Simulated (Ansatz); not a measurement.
The input, for Ansatz 0.2.0:

```yaml
crystal:
  periodic: [false, false, false]
  atoms:
    - {symbol: Al, position_ang: [0.000000, 0.000000, -0.495142]}
    - {symbol: Al, position_ang: [0.000000, 0.000000, 1.804870]}
    - {symbol: H, position_ang: [0.000000, 0.000000, -4.689142]}
    - {symbol: H, position_ang: [0.000000, 0.000000, 3.379413]}
basis:
  gaussian: {orbitals: cc-pVDZ}
magnetization: {spin_polarized: false, initial_magnetization: 2}
correlation: {method: ccsdt_q, electrons: outside_noble_gas}
```

```sh
$ ansatz run in.yaml --threads 1 --pin off --events-out ev --progress --plain --max-ram 2393MiB
```

The program prints:

```
809 factors; integrals over basis functions are off by at most 1.6e-7 eV
mean field evaluation 1: about -13186.9998 eV, gradient 1.3e1 eV
mean field evaluation 2: about -13187.0137 eV, gradient 1.3e1 eV
mean field evaluation 4: about -13190.8193 eV, gradient 5.3e0 eV
mean field evaluation 8: about -13192.5863 eV, gradient 2.0e0 eV
mean field evaluation 16: about -13192.6404 eV, gradient 2.2e-3 eV
mean field evaluation 32: about -13190.9435 eV, gradient 7.3e0 eV
mean field evaluation 64: about -13191.6293 eV, gradient 1.5e-2 eV
mean field evaluation 96: about -13192.5062 eV, gradient 2.0e0 eV
mean field evaluation 128: about -13192.5571 eV, gradient 2.7e0 eV
mean field evaluation 160: about -13188.9438 eV, gradient 5.5e0 eV
...
cycle  11  -3.68531168 eV  change   -5.9e-5 eV  update   1.1e-4
cycle  12  -3.68539140 eV  change   -8.0e-5 eV  update   5.9e-5
cycle  13  -3.68546060 eV  change   -6.9e-5 eV  update   2.5e-5
cycle  14  -3.68546686 eV  change   -6.3e-6 eV  update   1.1e-5
cycle  15  -3.68545574 eV  change    1.1e-5 eV  update   5.6e-6
cycle  16  -3.68545250 eV  change    3.2e-6 eV  update   2.9e-6
cycle  17  -3.68545241 eV  change    9.2e-8 eV  update   1.9e-6
cycle  18  -3.68545335 eV  change   -9.4e-7 eV  update   1.4e-6
cycle  19  -3.68545488 eV  change   -1.5e-6 eV  update   8.7e-7
cycle  20  -3.68545487 eV  change    1.2e-8 eV  update   5.3e-7
perturbative correction -0.00676971 eV, -0.0002487823 hartree
Total energy: -13196.33259455 eV, -484.9562780542 hartree
```

For the same geometry and basis UCCSDT(Q) lies 0.1 meV lower.

Ran on 1 thread of AMD EPYC 7R43, shared host: 35 s wall, 0.22 GiB peak host memory.
